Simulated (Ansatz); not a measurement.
**C2H6O, singlet: reading a ladder of total energies**

Geometry: MP2(full)/6-31G*, from the G2/97 set.

```xyz
9

C     1.2220   -0.3818    0.0000
C     0.0538    0.5781    0.0000
O    -1.1363   -0.2090    0.0000
H    -1.8928    0.4002    0.0000
H     0.0964    1.2261    0.8869
H     0.0964    1.2261   -0.8869
H     2.1697    0.1634    0.0000
H     1.1824   -1.0186    0.8859
H     1.1824   -1.0186   -0.8859
```

Basis STO-3G; Ansatz 0.2.0. Only valence electrons are correlated (noble-gas cores frozen), which leaves 20 electrons in 18 orbitals. Prefix R: restricted or restricted open-shell reference.

Full CI isn't at hand for all of this; RCCSDTQ serves as the reference, and is uncertain by about the last step of the cluster series.

Runs differ by some tens of microhartree through their thresholds, so steps under 0.03 kcal/mol mean nothing.

| level | total energy (hartree) |
| --- | --- |
| RHF | -152.130773 |
| RMP2 | -152.268633 |
| RCCSD | -152.315752 |
| RCCSD(T) | -152.316928 |
| RCCSDT | -152.317234 |
| RCCSDT(Q) | -152.317354 |
| RCCSDTQ | -152.317377 |

Task: What is the correlation energy at RCCSDTQ, and what share of it do RMP2 and RCCSDT recover?

Result: E(corr) = -152.317377 − (-152.130773) = -0.186604 hartree = -5.078 eV. RMP2: -0.137860 / -0.186604 = 73.88 %. RCCSDT: -0.186461 / -0.186604 = 99.92 %.

Task: By how many kcal/mol does RCCSD(T) miss RCCSDTQ (1 hartree = 627.509 kcal/mol), and which steps make up the rest?

Result: -152.316928 − (-152.317377) = 0.000449 hartree = 0.28 kcal/mol. Steps: RCCSDT − RCCSD(T) = -0.19, RCCSDT(Q) − RCCSDT = -0.08, RCCSDTQ − RCCSDT(Q) = -0.01 kcal/mol. That is within 1 kcal/mol of the reference in this basis, which itself misses far more of the correlation at the basis-set limit.
